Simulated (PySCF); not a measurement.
SiCl⁻ from Hartree–Fock to correlated methods

State: ³Σ⁻ (triplet), unpaired electrons π ↑↑. Set-up: PySCF, no relativity, basis sets Si def2-SVPD, Cl def2-SVPD. De refers to Si + Cl⁻ in their high-spin ground configurations, without counterpoise correction. The functionals are run spin-unrestricted. A positive dipole points towards Cl; it is taken about the centre of mass and depends on that origin.

```
      Level  Re (Å)  ωe (cm⁻¹)  De (eV)  μ (D)  CPU s a point (SCF and correlation, without the integrals)
        UHF   2.359        301      n/a   1.42                                                        0.12
    UHF-MP2   2.338        316     1.56    n/a                                                         0.2
UHF-SCS-MP2   2.352        306     1.47    n/a                                                         n/a
   UHF-CCSD   2.349        309      n/a    n/a                                                         n/a
UHF-CCSD(T)   2.351        309     1.53    n/a                                                         3.1
        PBE   2.316        332     1.94   1.98                                                         0.6
     revPBE   2.333        322     1.80   1.93                                                        0.41
       BP86   2.322        327     1.88   1.98                                                        0.41
       TPSS   2.320        331     1.92   1.97                                                        0.88
     r²SCAN   2.297        342     1.98   2.17                                                        0.86
       PBE0   2.296        345     1.91   1.99                                                        0.86
```

The bond length runs from 2.296 Å (PBE0) to 2.359 Å (UHF). De spans 1.47 eV (UHF-SCS-MP2, perturbation theory) to 1.98 eV (r²SCAN, meta-GGA).

Correlated steps freeze 10 core orbitals. Correlated levels converge slowly with the basis: in double zeta they bind strong bonds too weakly, by up to about 1 eV, and carry superposition errors of some tenths. For an ion De counts to the pair picked by the measured ionisation energies or electron affinities, which need not be the lowest pair at this level. The highest Kohn–Sham level is positive in this anion. Much of that is self-interaction error, but it also means that the finite basis helps to hold the extra electron. The state is the lowest determinant that a PBE0 search found; another state may lie lower at other levels.

The whole job (state search and all levels along the bond) took about 1.7 min on 1 thread of Arm Neoverse V2 (shared host), peak memory 0.58 GiB.
